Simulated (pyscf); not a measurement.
Optimised with ωB97X-D3(BJ)/def2-SVP in PySCF.

Problem. For the elementary gas-phase step HN=GeH₂ + NH₃ → H₂N–NH₂ + GeH₂ [singlet] (singlet surface; Ge–N, H–N broken, N–N, H–N formed), what barrier and reaction energy does PBE0-D3(BJ)/def2-TZVP give, measured from the separated reactants?

Solution. ΔE‡ = 43.3 kcal/mol, ΔE = +26.4 kcal/mol. ωB97M-D3(BJ)/def2-TZVP gives 54.4 kcal/mol and +24.0 kcal/mol. Zero-point energy shifts the barrier by -0.2 kcal/mol. It is a concerted two-bond exchange, with an imaginary mode of 1252i cm⁻¹. On the product side the descent ends in an adduct with a Ge–N contact, 30.2 kcal/mol under the separated species and 60.4 kcal/mol under the saddle at ωB97X-D3(BJ)/def2-TZVP. What is counted as broken (Ge–N) persists as a longer contact in the product adduct; parting that adduct is a step of its own. The reactants may also form a dative adduct at HN=GeH₂; it and routes through it were not searched. At ωB97X-D3(BJ)/def2-TZVP the barrier from the zero used here is 56.7 kcal/mol. HN=GeH₂ lies 37.2 kcal/mol over its isomer H₂N–GeH: [singlet] (electronic energy, ωB97M-D3(BJ)/def2-TZVP). One saddle was located; it need not be the lowest between these sides. One closed-shell reference is unstable to symmetry breaking; treat the single-reference values with care. Elements up to Kr have no core potential and no relativistic terms here.
